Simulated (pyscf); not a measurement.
H₂C=NH₂⁺ (SMILES C=[NH2+]) → HC≡NH⁺ (SMILES C#[NH+]) + H₂ (SMILES [H][H]), an elimination (singlet surface; C–H, H–N broken, H–H formed). Optimised with ωB97X-D3(BJ)/def2-SVP in PySCF. Energies in eV from the reactant's lowest minimum found.

Small-basis levels: PySCF, no dispersion term, spherical d functions. 

### Question
Quick HF/6-31G* single points give ΔE‡ = 4.64 eV and ΔE = +2.68 eV. What does ωB97M-D3(BJ)/def2-TZVP give, and how far is the quick result from it?

### Answer
ωB97M-D3(BJ)/def2-TZVP gives ΔE‡ = 4.24 eV and ΔE = +2.52 eV. HF/6-31G* lies 0.40 eV over it in the barrier and 0.16 eV over it in the reaction energy, so on this step it does not hold to within 0.13 eV. ωB97M-D3(BJ)/def2-TZVP has limits of its own. At the saddle there is also a short C–H contact that neither side keeps. One saddle was located; it need not be the lowest between these sides. One closed-shell reference is unstable to symmetry breaking; treat the single-reference values with care.
